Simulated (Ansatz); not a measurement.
Gas-phase electronic energies from Ansatz, PBE0-D4/def2-TZVP geometries. CCSD(T)/CBS adds triple-zeta CCSD(T) − MP2 to the extrapolated MP2 energy (def2 sets, frozen cores). DFT in def2-TZVPP. B3LYP here is the variant with VWN-RPA as its local correlation; programs differ in this. One conformer a species, not always the lowest.

Reaction (isomerisation): `CC(C)=CN` → `NC1CCC1`

`CC(C)=CN`:

```xyz
14

C     1.010   -0.911   -0.480
C    -0.169   -0.196    0.101
C    -1.244   -1.062    0.675
C    -0.267    1.135    0.154
N     0.691    2.071   -0.222
H     1.661   -1.319    0.303
H     0.684   -1.759   -1.090
H     1.630   -0.276   -1.117
H    -1.653   -1.744   -0.080
H    -0.863   -1.691    1.488
H    -2.069   -0.468    1.074
H    -1.154    1.580    0.597
H     0.312    2.926   -0.596
H     1.432    1.714   -0.806
```

`NC1CCC1`:

Cartesian coordinates in Å:
```
N 1.839 -0.599 -0.405
C 0.552 0.036 -0.501
C -0.785 -0.721 -0.299
C -1.322 0.537 0.407
C 0.137 0.969 0.645
H 2.022 -1.189 -1.207
H 1.887 -1.186 0.420
H 0.515 0.585 -1.448
H -1.312 -1.098 -1.178
H -0.649 -1.543 0.411
H -1.962 0.399 1.279
H -1.828 1.204 -0.294
H 0.398 2.026 0.572
H 0.509 0.581 1.599
```

```csv
level,ΔE (kJ/mol)
PBE0-D4,33.9
B3LYP-D4,55.8
MP2/def2-QZVPP,34.2
HF/CBS(def2),45.9
```

Q: What does CCSD(T)/CBS give? (Best estimate.)

A: The calculation gave: +37.7 kJ/mol. The listed levels differ from it by -3.8, 18.1, -3.5, 8.2 kJ/mol.

Largest T1 diagnostic among the species: 0.010.

In def2-TZVPP, CCSD(T) changes the Hartree–Fock value by −9.7 kJ/mol (the triples alone add +2.2 kJ/mol) and MP2 by −12.5 kJ/mol. From PBE to PBE0 (25 % exact exchange), in def2-TZVPP and without D4, ΔE moves by −10.8 kJ/mol.
